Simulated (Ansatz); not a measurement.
# fcc Al

Method: r²SCAN in Ansatz (PAW).

Numerical settings: plane-wave cutoff 560 eV, 24×24×24 k mesh, Fermi–Dirac smearing 0.05 eV, scalar-relativistic PAW data made under PBE.

Cell: relaxed at this level.

```
Quantity                                            Value
------------------------------------------  -------------
equilibrium volume per atom                 15.90 Å³/atom
bulk modulus B0                                  92.8 GPa
equilibrium lattice constant a                    3.992 Å
band gap                                    zero (no gap)
pressure derivative B′ of the bulk modulus            4.7
```

Measured, for comparison: equilibrium volume per atom 16.22 Å³/atom, lattice constant a 4.018 Å (static lattice: zero-point anharmonic expansion removed; as tabulated in Mejia-Rodriguez and Trickey (2018), arXiv:1807.09216); bulk modulus 80.8 GPa (corrected for temperature and zero-point phonon effects, our sources range from 77.1 to 82.0; as tabulated in Levämäki et al. (2014), arXiv:1402.3671). Computed (rounded) less measured: equilibrium volume per atom -2.0 %, bulk modulus +15 % (+13 % to +20 % over the range), lattice constant a -0.6 %.

Computed values are for the static lattice.

Cost on a shared machine: around 40 core-seconds (rough).

Ansatz is a first-principles code.
